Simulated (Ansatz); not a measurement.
Basis-set extrapolation for C8H18, SMILES `CCCC(C)CCC` (PBE0-D4/def2-TZVP geometry, frozen core, the Gaussian-basis code of Ansatz). Multiplicity 1, RHF reference.

|  | def2-TZVPP | def2-QZVPP |
| --- | --- | --- |
| HF | -313.544632 | -313.559515 |
| MP2 correlation | -1.420014 | -1.506983 |
| CCSD(T) correlation | -1.570178 | not run |

Energies in hartree. Use E(X) = E(∞) + A·exp(−7.88·√X) for Hartree–Fock and E(X) = E(∞) + B·X^(−2.97) for correlation, with X = 3 and 4, and add CCSD(T) minus MP2 of the smaller set to the MP2 limit.

Q: What is the CCSD(T) energy at the basis-set limit?

A: HF limit: -313.559515 + (-0.014883) × 0.13774 = -313.56156. MP2 limit: -1.506983 + (-0.086969) × 0.74074 = -1.57140. Higher-order term: -1.570178 − (-1.420014) = -0.15016. Total: -315.28312 hartree, 441.9 kJ/mol below CCSD(T)/def2-TZVPP.
